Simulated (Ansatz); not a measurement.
System: chalcopyrite ZnGeP2. Method: PBE-D3(BJ) (PAW; Ansatz, a quantum-chemistry and plane-wave program).

Numerical settings: plane-wave cutoff 500 eV, 10×10×10 k mesh, Fermi–Dirac smearing 0.05 eV, scalar-relativistic PAW data made under PBE.

Cell (relaxed at this level):

```cif
data_Ge4P8Zn4
_chemical_formula_sum 'Zn4 Ge4 P8'
_space_group_name_H-M_alt 'I-42d'
_space_group_IT_number 122
_space_group_name_Hall 'I -4 2bw'
_cell_length_a 5.43147
_cell_length_b 5.43147
_cell_length_c 10.71302
_cell_angle_alpha 90.000
_cell_angle_beta 90.000
_cell_angle_gamma 90.000
loop_
_atom_site_label
_atom_site_type_symbol
_atom_site_symmetry_multiplicity
_atom_site_Wyckoff_symbol
_atom_site_fract_x
_atom_site_fract_y
_atom_site_fract_z
_atom_site_occupancy
Zn1 Zn 4 a 0.00000 0.00000 0.00000 1
Ge1 Ge 4 b 0.00000 0.00000 0.50000 1
P1 P 8 d 0.25241 0.25000 0.12500 1
```
(The calculation used a cell of 8 atoms; values per cell refer to that cell.)

Estimate the band gap that the calculation returns.


- band gap: 1.21 eV (on the SCF k mesh)

Measured, for comparison: band gap 2.05 eV (temperature not stated, not corrected to a static lattice, pseudodirect, our sources range from 1.80 to 2.20; as tabulated in Rashkeev et al. (1999), arXiv:cond-mat/9809378).

Spin–orbit coupling is not included.

Computed values are for the static lattice.
